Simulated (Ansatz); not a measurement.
Ansatz (an electronic-structure program) input (HSE06/def2-TZVPD):

Ansatz 0.2 input:
```yaml
crystal:
  periodic: [false, false, false]
  atoms:
    - {symbol: P, position_ang: [0.00032744, 0.00049281, 0.06308582]}
    - {symbol: H, position_ang: [-0.03026407, 1.34802484, -0.32583010]}
    - {symbol: H, position_ang: [1.18225281, -0.65296472, -0.31649250]}
    - {symbol: H, position_ang: [-1.15690038, -0.70245221, -0.30396469]}
basis:
  gaussian:
    orbitals: def2-TZVPD
hamiltonian:
  xc: {name: HSE06}
total_charge: 1
magnetization: {spin_polarized: true, initial_magnetization: 1}
output: {forces: true}
```

End of the output:

```
integrals: 0.01 GiB planned
445 factors; their error is unknown
integrals: 0.04 GiB planned
83 factors; integrals over basis functions are off by at most 1.7e-6 eV
mean field: 0.18 GiB planned
mean field evaluation 1: about -9323.1371 eV, gradient 1.2e1 eV
mean field evaluation 2: about -9323.7247 eV, gradient 8.4e0 eV
mean field evaluation 4: about -9324.0071 eV, gradient 1.5e-1 eV
mean field evaluation 8: about -9324.0296 eV, gradient 1.6e-2 eV
mean field -9324.02960219 eV, -342.6517678261 hartree, gradient 1.8e-5 eV, S^2 0.754098; 0 other end points of the search recorded, 0 dependent functions left out
the calculation of the forces begins
reference -9324.02963216 eV, -342.6517689274 hartree; 9, 8 occupied and 61, 62 virtual orbitals, 445 factors
Total energy: -9324.02963216 eV, -342.6517689274 hartree
Atom 0 at     0.000327     0.000493     0.063086 Å, force    -0.000014    -0.000006    -0.001306 eV/Å
Atom 1 at    -0.030264     1.348025    -0.325830 Å, force    -0.001183     0.055927     0.000005 eV/Å
Atom 2 at     1.182253    -0.652965    -0.316493 Å, force     0.049034    -0.026938     0.000390 eV/Å
Atom 3 at    -1.156900    -0.702452    -0.303965 Å, force    -0.047837    -0.028983     0.000911 eV/Å
Dipole moment:    -0.000399    -0.000600    -0.076772 e Å
```
